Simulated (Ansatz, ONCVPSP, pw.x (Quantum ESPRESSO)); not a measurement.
# From atom to crystal: ONCV potential for Sr

- Element: strontium
- Generator: ONCVPSP 4.0.1
- Type: optimised norm-conserving Vanderbilt (ONCV)
- Functional: PBEsol
- Relativity: scalar-relativistic
- Frozen core: [Ar] 3d10
- Valence charge: 10
- Reference configuration: 4s2 4p6 5s1.5 5p0.5
- Partial waves: 4s+5s: rc 2.30 bohr, ncon 5, nbas 10, qcut 5.5 1/bohr, 2 projectors; 4p+5p: rc 2.30 bohr, ncon 5, nbas 8, qcut 5.6 1/bohr, 2 projectors; d scattering state at 0.34 Ha: rc 2.20 bohr, ncon 5, nbas 10, qcut 3.7 1/bohr, 2 projectors, debl 0.8 Ha
- Local potential: polynomial inside 1.50 bohr (lpopt 5, dvloc0 6 Ha)
- Core correction: none

In the d channel the program set the typed energies aside and used 0.050, 0.850 Ha.

Atomic tests: cutoffs needed: 10 Ha and 13 Ha (the cutoffs (Ha) at which the residual kinetic energy of the hardest occupied pseudo-wave falls to 1 and 0.1 mHa per electron); ghost test: no bound ghost flagged; no localised positive-energy state flagged; largest excitation error: -13 meV (all-electron minus pseudo) for 4s2 4p5 5s2 5p0, out of 4 test configurations.

Crystal test: fcc Sr in pw.x 7.5, no spin, 10³ k-points, Fermi–Dirac smearing 0.01 Ry, cutoffs 35/140 Ry. The reference is all-electron LAPW (Ansatz 0.2.0) with the same functional, mesh and smearing; V0 and B0 come from Birch–Murnaghan fits to the pressures at five volumes. Errors are pseudo minus all-electron; Δ is the rms difference of the E(V) curves that follow from these fits, minima aligned, over ±6 % about the mean V0. Mesh and smearing are coarse, so the numbers serve the comparison and aren't converged zero-temperature values; the lattice is a test structure that the element need not adopt.

```tsv
V (Å³/atom)	P all-electron (GPa)	P pseudo (GPa)
49.729	0.68	0.70
51.037	0.32	0.34
52.346	-0.00	0.01
53.655	-0.30	-0.29
54.963	-0.56	-0.55
```

All-electron: a0 = 5.938 Å (V0 = 52.33 Å³/atom), B0 = 12.4 GPa.

Pseudopotential: mean pressure error (GPa): +0.01; a0 (Å): 5.940; a0 error (%): +0.04; B0 error (%): +0.1; Δ (meV/atom): 0.2.

Problem. At the middle volume, how do free energy and pressure move when the wave cutoff is lowered (ecutrho kept at four times it)?

Solution.

```
cutoff (Ry)  shift of F (meV/atom)  shift of P (GPa)
         16                 +466.2             -5.58
         21                  +79.8             -1.13
         28                   +7.2             -0.12
```

Input at the middle volume:

```
&control
  calculation='scf', prefix='x', pseudo_dir='./', outdir='./tmp', tstress=.true., disk_io='none'
/
&system
  ibrav=0, nat=1, ntyp=1, ecutwfc=35, ecutrho=140, nbnd=12,
  occupations='smearing', smearing='fd', degauss=0.01
/
&electrons
  conv_thr=1e-09, mixing_beta=0.4, electron_maxstep=70
/
ATOMIC_SPECIES
Sr 1.0 Sr.UPF
CELL_PARAMETERS angstrom
  0.00000000 2.96905221 2.96905221
  2.96905221 0.00000000 2.96905221
  2.96905221 2.96905221 0.00000000
ATOMIC_POSITIONS crystal
Sr 0.0000 0.0000 0.0000
K_POINTS automatic
10 10 10 0 0 0
```

```bash
pw.x < Sr.scf.in > Sr.scf.out
```

Lines of the output:

```
Message from routine setup:
     using ibrav=0 with symmetry is DISCOURAGED, use correct ibrav instead
     lattice parameter (alat)  =       7.9347  a.u.
     unit-cell volume          =     353.2483 (a.u.)^3
     number of electrons       =        10.00
     number of Kohn-Sham states=           12
     kinetic-energy cutoff     =      35.0000  Ry
     charge density cutoff     =     140.0000  Ry
     scf convergence threshold =      1.0E-09
     Exchange-correlation= PBESOL
     number of k points=    47  Fermi-Dirac smearing, width (Ry)=  0.0100
     iteration #  1     ecut=    35.00 Ry     beta= 0.40
     total energy              =     -61.94134247 Ry
     estimated scf accuracy    <       0.00186935 Ry
     iteration #  2     ecut=    35.00 Ry     beta= 0.40
     total energy              =     -61.94134042 Ry
     estimated scf accuracy    <       0.00035973 Ry
     iteration #  3     ecut=    35.00 Ry     beta= 0.40
     total energy              =     -61.94138764 Ry
     estimated scf accuracy    <       0.00001817 Ry
     iteration #  4     ecut=    35.00 Ry     beta= 0.40
     total energy              =     -61.94138868 Ry
     estimated scf accuracy    <       0.00000013 Ry
     iteration #  5     ecut=    35.00 Ry     beta= 0.40
     total energy              =     -61.94138875 Ry
     estimated scf accuracy    <       0.00000004 Ry
     iteration #  6     ecut=    35.00 Ry     beta= 0.40
     total energy              =     -61.94138875 Ry
     estimated scf accuracy    <          3.8E-09 Ry
     iteration #  7     ecut=    35.00 Ry     beta= 0.40
     the Fermi energy is     5.3075 ev
!    total energy              =     -61.94138875 Ry
     estimated scf accuracy    <          7.4E-11 Ry
     smearing contrib. (-TS)   =      -0.00563478 Ry
     The total energy is F=E-TS. E is the sum of the following terms:
     one-electron contribution =     -26.53101050 Ry
     hartree contribution      =      13.91640871 Ry
     xc contribution           =      -8.46291936 Ry
     ewald contribution        =     -40.85823282 Ry
     convergence has been achieved in   7 iterations
          total   stress  (Ry/bohr**3)                   (kbar)     P=        0.10
     Message from routine punch:
     Nothing written, as per user request (disk_io='none')
```

The run at the middle volume (47 k-points, 7 iterations) took about 10 s on one core of a shared host (Intel(R) Xeon(R) Platinum 8375C CPU @ 2.90GHz, 128 threads, 992 GiB, load 79).
